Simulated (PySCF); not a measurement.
Ionisation energies (eV) were calculated with PySCF 2.14 by MP2 (valence), LDA, PBE, in another order, as differences of total energies without spin-orbit coupling. The measured values are between term centres (NIST).

```
                                species  measured       A       B       C
     Ne (aug-cc-pVTZ, non-relativistic)    21.597  22.212  21.664  21.679
Si+ (aug-cc-pV(T+d)Z, non-relativistic)    16.322  16.354  16.094  16.395
  S (aug-cc-pV(T+d)Z, non-relativistic)    10.336  10.569  10.005  10.434
    Mn+ (aug-cc-pVTZ-DK, spin-free X2C)    15.640  16.543  15.315  16.303
     Co (aug-cc-pVTZ-DK, spin-free X2C)     7.869   7.892   7.429   7.783
     Zn (aug-cc-pVTZ-DK, spin-free X2C)     9.394   9.914   9.179   9.602
     Pd (aug-cc-pVTZ-DK, spin-free X2C)     8.512   9.329   8.721   8.872
 Cd (aug-cc-pVTZ-PP with ECP28MDF, ECP)     8.994   9.497   8.894   9.118
```

**Question.** Which column is which method?

**Answer.** A is LDA (mean error 0.46 eV); B is MP2 (valence) (mean error -0.17 eV); C is PBE (mean error 0.19 eV). LDA overbinds the outer electron and comes out highest. Valence MP2 in a finite basis recovers only part of the missing correlation, so it stays below experiment on average. PBE, with gradient corrections, lies close to experiment on average, with errors of both signs.
